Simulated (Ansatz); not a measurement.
# C3H6ClFO: basis-set convergence

How large a basis does C3H6ClFO need? Two functionals are run in growing sets.

Program: Ansatz 0.2.0, Gaussian basis. Level of theory: one geometry, several basis sets. These are calculated values, not measurements.

Levels to be run: PBE0-D4/def2-SVP; ωB97M-V/def2-SVP; PBE0-D4/def2-QZVPP; ωB97M-V/def2-QZVPP; the functionals' def2-TZVPP values are taken from earlier runs.

## (1) The geometry

The geometry comes from an earlier relaxation with PBE0-D4 in a triple-zeta def2 set; it is a stationary point, not always the lowest conformer.

12 atoms, charge 0, spin multiplicity 1.

Atoms are counted from 1 here; the program's logs count them from 0.

Bond lengths: F1–C2 1.383 Å, C2–O3 1.363 Å, C2–H7 1.091 Å, C2–H8 1.098 Å, O3–C4 1.411 Å, C4–C5 1.502 Å, C4–H9 1.098 Å, C4–H10 1.097 Å, C5–Cl6 1.780 Å, C5–H11 1.089 Å, C5–H12 1.089 Å. Angles: F1–C2–O3 111.2°, F1–C2–H7 107.9°, F1–C2–H8 106.4°, O3–C2–H7 107.5°, O3–C2–H8 112.0°, H7–C2–H8 111.9°, C2–O3–C4 114.6°, O3–C4–C5 109.1°, O3–C4–H9 110.3°, O3–C4–H10 110.1°, C5–C4–H9 110.4°, C5–C4–H10 108.7°, H9–C4–H10 108.3°, C4–C5–Cl6 112.1°, C4–C5–H11 110.6°, C4–C5–H12 110.1°, Cl6–C5–H11 107.2°, Cl6–C5–H12 107.3° and more.

## (2) PBE0-D4 in def2-SVP

in.yaml

```yaml
crystal:
  periodic: [false, false, false]
  atoms:
    - {symbol: F, position_ang: [1.436976, -0.414639, 2.133124]}
    - {symbol: C, position_ang: [0.907674, -1.191004, 1.118531]}
    - {symbol: O, position_ang: [0.735493, -0.462303, -0.020967]}
    - {symbol: C, position_ang: [-0.290321, 0.504499, 0.048604]}
    - {symbol: C, position_ang: [-0.645195, 0.944089, -1.342575]}
    - {symbol: Cl, position_ang: [-1.449378, -0.346568, -2.268277]}
    - {symbol: H, position_ang: [1.622682, -1.984191, 0.896074]}
    - {symbol: H, position_ang: [-0.042091, -1.590661, 1.498206]}
    - {symbol: H, position_ang: [-1.170764, 0.089306, 0.555767]}
    - {symbol: H, position_ang: [0.052677, 1.378671, 0.616042]}
    - {symbol: H, position_ang: [0.249539, 1.227229, -1.895753]}
    - {symbol: H, position_ang: [-1.330194, 1.790275, -1.304776]}
basis:
  gaussian: {orbitals: def2-SVP}
hamiltonian: {xc: pbe0, dispersion: d4}
output: {orbitals: {seedname: orbitals}}
```

After this run come: ωB97M-V in def2-SVP; PBE0-D4 in def2-QZVPP; ωB97M-V in def2-QZVPP.

Before running them: what should the planned runs give, taken together? Wanted: PBE0-D4: double and triple zeta above quadruple; ωB97M-V: double and triple zeta above quadruple.

The runs gave:

| quantity | value |
| --- | --- |
| PBE0-D4: double and triple zeta above quadruple | 14.51, 0.80 eV |
| ωB97M-V: double and triple zeta above quadruple | 14.75, 0.78 eV |

What this shows: PBE0-D4 gains 13.71 eV from double to triple zeta, then 0.80 eV more. Total energies overstate the basis error of differences, where much of it tends to cancel. The LUMO of ωB97M-V is positive and keeps falling with the basis (3.33 to 1.82 eV): an unbound level that the basis holds in place.
